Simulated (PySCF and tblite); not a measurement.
Results of a calculation; reference values are marked as such.
2-propynal, C3H2O, numbered as in [CH:1]#[C:2][CH:3]=[O:4].

GFN2-xTB molecular dynamics (tblite; Langevin, friction 0.005 fs⁻¹, 1.5 fs steps, hydrogen mass 4 u): 400 + 8000 steps at each temperature, started from the lowest conformer, nuclei classical.

GIAO shieldings at PBE0/pcSseg-1 (IEF-PCM, tetrahydrofuran) (PySCF) on 20 frames a temperature; like atoms are averaged, and of two unlike H on one atom a is the less shielded at the minimum.

**Question.** How far do thermal motions move the shieldings from their values at the minimum?

**Answer.** 
```csv
signal,σ at minimum (ppm),"Δσ, 100 K","Δσ, 300 K","Δσ, 500 K"
C1,89.7,-0.2 ± 0.8,-1.2 ± 0.9,-6.1 ± 1.4
C2,102.3,-1.1 ± 0.4,-3.0 ± 0.6,-4.8 ± 1.2
C3,0.6,0.7 ± 0.8,-2.2 ± 1.1,-1.2 ± 1.8
O4,-372.3,4.5 ± 4.1,-16.3 ± 6.8,-4.5 ± 10.7
H1,27.98,0.03 ± 0.10,-0.03 ± 0.17,-0.52 ± 0.26
H3,22.23,-0.10 ± 0.05,-0.21 ± 0.08,-0.42 ± 0.17
```

Errors are standard errors over frames. Zero-point motion is missing, and a reference compound would move too.

**Question.** What do the single frames at 500 K give for C1?

**Answer.** 
```json
{"t (fs)": "900", "V above the minimum, tight binding (kcal/mol)": "7.3", "E above it, DFT (kcal/mol)": "9.4", "torsions (°)": "none", "σ (ppm)": "82.9"}
{"t (fs)": "1500", "V above the minimum, tight binding (kcal/mol)": "10.1", "E above it, DFT (kcal/mol)": "8.7", "torsions (°)": "none", "σ (ppm)": "71.0"}
{"t (fs)": "2100", "V above the minimum, tight binding (kcal/mol)": "11.2", "E above it, DFT (kcal/mol)": "12.0", "torsions (°)": "none", "σ (ppm)": "87.4"}
{"t (fs)": "2700", "V above the minimum, tight binding (kcal/mol)": "7.9", "E above it, DFT (kcal/mol)": "11.7", "torsions (°)": "none", "σ (ppm)": "78.7"}
{"t (fs)": "3300", "V above the minimum, tight binding (kcal/mol)": "9.0", "E above it, DFT (kcal/mol)": "7.1", "torsions (°)": "none", "σ (ppm)": "86.4"}
{"t (fs)": "3900", "V above the minimum, tight binding (kcal/mol)": "3.8", "E above it, DFT (kcal/mol)": "3.3", "torsions (°)": "none", "σ (ppm)": "77.2"}
{"t (fs)": "4500", "V above the minimum, tight binding (kcal/mol)": "8.5", "E above it, DFT (kcal/mol)": "7.5", "torsions (°)": "none", "σ (ppm)": "87.9"}
{"t (fs)": "5100", "V above the minimum, tight binding (kcal/mol)": "5.7", "E above it, DFT (kcal/mol)": "7.2", "torsions (°)": "none", "σ (ppm)": "89.8"}
{"t (fs)": "5700", "V above the minimum, tight binding (kcal/mol)": "5.9", "E above it, DFT (kcal/mol)": "6.5", "torsions (°)": "none", "σ (ppm)": "87.1"}
{"t (fs)": "6300", "V above the minimum, tight binding (kcal/mol)": "5.4", "E above it, DFT (kcal/mol)": "6.4", "torsions (°)": "none", "σ (ppm)": "85.5"}
{"t (fs)": "6900", "V above the minimum, tight binding (kcal/mol)": "4.5", "E above it, DFT (kcal/mol)": "7.2", "torsions (°)": "none", "σ (ppm)": "75.9"}
{"t (fs)": "7500", "V above the minimum, tight binding (kcal/mol)": "4.9", "E above it, DFT (kcal/mol)": "5.7", "torsions (°)": "none", "σ (ppm)": "92.0"}
{"t (fs)": "8100", "V above the minimum, tight binding (kcal/mol)": "6.7", "E above it, DFT (kcal/mol)": "7.7", "torsions (°)": "none", "σ (ppm)": "86.4"}
{"t (fs)": "8700", "V above the minimum, tight binding (kcal/mol)": "4.6", "E above it, DFT (kcal/mol)": "4.8", "torsions (°)": "none", "σ (ppm)": "88.4"}
{"t (fs)": "9300", "V above the minimum, tight binding (kcal/mol)": "4.3", "E above it, DFT (kcal/mol)": "6.2", "torsions (°)": "none", "σ (ppm)": "82.3"}
{"t (fs)": "9900", "V above the minimum, tight binding (kcal/mol)": "10.4", "E above it, DFT (kcal/mol)": "11.4", "torsions (°)": "none", "σ (ppm)": "76.7"}
{"t (fs)": "10500", "V above the minimum, tight binding (kcal/mol)": "2.8", "E above it, DFT (kcal/mol)": "3.7", "torsions (°)": "none", "σ (ppm)": "92.5"}
{"t (fs)": "11100", "V above the minimum, tight binding (kcal/mol)": "6.8", "E above it, DFT (kcal/mol)": "5.4", "torsions (°)": "none", "σ (ppm)": "76.2"}
{"t (fs)": "11700", "V above the minimum, tight binding (kcal/mol)": "7.7", "E above it, DFT (kcal/mol)": "7.9", "torsions (°)": "none", "σ (ppm)": "75.7"}
{"t (fs)": "12300", "V above the minimum, tight binding (kcal/mol)": "5.0", "E above it, DFT (kcal/mol)": "4.5", "torsions (°)": "none", "σ (ppm)": "91.0"}
```

Changes within two standard errors are not significant.

The study took 2.6 min on 1 thread of Arm Neoverse V2 (shared host) (rough), peak memory 0.37 GiB, launched as `OMP_NUM_THREADS=1 python ens_run.py task.json out`.
